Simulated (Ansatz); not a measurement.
```yaml
crystal:
  periodic: [false, false, false]
  atoms:
    - {symbol: Si, position_ang: [0.000000, 0.000000, 0.000000]}
    - {symbol: N, position_ang: [0.000000, 0.000000, 1.692600]}
basis:
  gaussian: {orbitals: def2-TZVP}
total_charge: 1
magnetization: {spin_polarized: true, initial_magnetization: 2}
hamiltonian: {xc: pbe0}
relax: {f_tol: 0.004, max_steps: 80}
```

```sh
$ ansatz run in.yaml --threads 1 --pin off --events-out ev --progress --plain --max-ram 2176MiB
```

Steps of the relaxation (energy above the last step; positions in Å, forces in eV/Å):

```
2
step 1, 105.8 meV
Si    0.000    0.000    0.000    0.000    0.000   -1.886
N     0.000    0.000    1.693    0.000    0.000    1.886
```

```
2
step 2, 48.7 meV
Si    0.000    0.000   -0.015    0.000    0.000   -1.629
N     0.000    0.000    1.707    0.000    0.000    1.629
```

```
2
step 3, 166.7 meV
Si    0.000    0.000   -0.115    0.000    0.000    2.150
N     0.000    0.000    1.808    0.000    0.000   -2.150
```

```
2
step 7, 0.0 meV
Si    0.000    0.000   -0.046    0.000    0.000    0.000
N     0.000    0.000    1.739    0.000    0.000    0.000
```

Close pairs at the end: Si1–N2 1.785 Å.

A stationary point of unrestricted PBE0 after 7 steps, with ⟨S²⟩ = 2.006 against 2.00 for a pure state. 11 s on 1 thread of Intel Xeon 6975P-C, shared host.
